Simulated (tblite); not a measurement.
Compound: C₃H₆FN.
Atom-mapped SMILES: `[CH2:1]=[C:2]([F:3])[CH2:4][NH2:5]` (hydrogens: H6, H7 on C1; H8, H9 on C4; H10, H11 on N5)

Computed with GFN2-xTB (tblite), gas phase: Langevin dynamics at 400 K from the optimised GFN2-xTB geometry, time step 0.5 fs, friction 0.01 fs⁻¹, 2000 steps.

Start geometry:
```
atom  x, y, z in Å
C1      1.720    0.302    0.191
C2      0.576   -0.331    0.364
F3      0.324   -0.935    1.555
C4     -0.588   -0.429   -0.583
N5     -1.728    0.383   -0.179
H6      2.465    0.337    0.966
H7      1.942    0.790   -0.740
H8     -0.274   -0.111   -1.579
H9     -0.924   -1.469   -0.631
H10    -1.464    1.361   -0.134
H11    -2.044    0.104    0.744
```

The statistics below take the 31 frames saved every 25 fs from 250 to 1000 fs; their kinetic temperature (all 3N coordinates) averages 370 K.

Q: Give the mean, spread and extremes of the bond lengths.

A: 
| bond | start (Å) | mean (Å) | standard deviation (Å) | shortest (Å) | longest (Å) |
| --- | --- | --- | --- | --- | --- |
| C1=C2 | 1.319 | 1.327 | 0.017 | 1.294 | 1.373 |
| C2–F3 | 1.359 | 1.363 | 0.031 | 1.304 | 1.440 |
| C2–C4 | 1.504 | 1.513 | 0.036 | 1.438 | 1.602 |
| C4–N5 | 1.456 | 1.458 | 0.042 | 1.384 | 1.570 |
| C1–H6 | 1.076 | 1.079 | 0.024 | 1.020 | 1.117 |
| C1–H7 | 1.073 | 1.079 | 0.031 | 1.032 | 1.157 |
| C4–H8 | 1.092 | 1.103 | 0.038 | 1.032 | 1.201 |
| C4–H9 | 1.094 | 1.105 | 0.043 | 1.012 | 1.201 |
| N5–H10 | 1.015 | 1.023 | 0.041 | 0.952 | 1.100 |
| N5–H11 | 1.015 | 1.018 | 0.028 | 0.963 | 1.093 |

Q: How far does each atom move about its mean position (frames aligned on the start, all atoms weighted alike), and what rms force does it feel?

A: 
```tsv
atom	rms displacement (Å)	rms force (eV/Å)
C1	0.19	1.74
C2	0.18	1.91
F3	0.54	1.08
C4	0.12	2.27
N5	0.18	2.22
H6	0.21	1.01
H7	0.50	1.06
H8	0.29	1.13
H9	0.28	1.41
H10	0.52	1.61
H11	0.43	1.15
```

The displacements run from 0.12 to 0.54 Å, the largest at F3.

Q: Follow the torsion C1–C2–C4–N5 through every second one of these frames.

A: 
| t (fs) | C1–C2–C4–N5 (°) |
| --- | --- |
| 250 | -125 |
| 300 | -142 |
| 350 | -136 |
| 400 | -136 |
| 450 | -138 |
| 500 | -146 |
| 550 | -107 |
| 600 | -100 |
| 650 | -64 |
| 700 | -61 |
| 750 | -68 |
| 800 | -71 |
| 850 | -66 |
| 900 | -70 |
| 950 | -83 |
| 1000 | -100 |

Largest departure from the start value over all these frames: C1–C2–C4–N5 45° (start -106°).

The run is classical and short, so these are rough statistics of one trajectory.

The cost below is that of the whole dynamics run. The run took 15 s on Intel Xeon at 2.50 GHz, one thread, on a shared host, and the process peaked at 0.18 GiB of memory.
